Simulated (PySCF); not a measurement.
carbonyl sulfide (COS), SMILES C(=O)=S.

Geometry: B3LYP-D3(BJ)/def2-TZVP.

Calculation: PySCF with PBE/def2-TZVPD.

```yaml
total_energy: -511.31844 hartree
point_group: C∞v
highest_occupied_level: -7.48 eV
lowest_empty_level: -1.93 eV
orbital_gap: 5.55 eV
dipole_moment: 0.71 D
quadrupole, principal values (traceless, Buckingham form, about the centre of nuclear charge): -0.92, 0.46, 0.46 D·Å
mean_static_polarisability: 34.7 bohr³ (5.14 Å³)
polarisability_principal_values: 26.3, 26.3, 51.5 bohr³
```
